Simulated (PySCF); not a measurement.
Homolysis of single bonds, series Ga Cl-OH. All species are isolated molecules in the gas phase. One relaxed conformer stands for each flexible species; it need not be the lowest. Strings in code marks are SMILES.

The dipole moment from two functionals at the same geometries (PBE0-D4/def2-TZVP), both in PySCF: PBE-D3(BJ)/def2-TZVP and PBE0-D4/def2-TZVP. 

```
species                                PBE-D3(BJ)/def2-TZVP (D)  PBE0-D4/def2-TZVP (D)
-------------------------------------  ------------------------  ---------------------
whole molecule (`[Cl][Ga]([Cl])[Cl]`)                      0.00                   0.00
radical fragment (`[Cl]`)                                  0.00                   0.00
radical fragment (`[Cl][Ga][Cl]`)                          1.55                   1.76
radical fragment (`[OH]`)                                  1.72                   1.77
```

Over these rows, drawn at random from the members with no instability flagged (it was tested for open shells, ions and some series alone), PBE minus PBE0-D4: mean -0.06 D, from -0.21 D to 0.00 D.
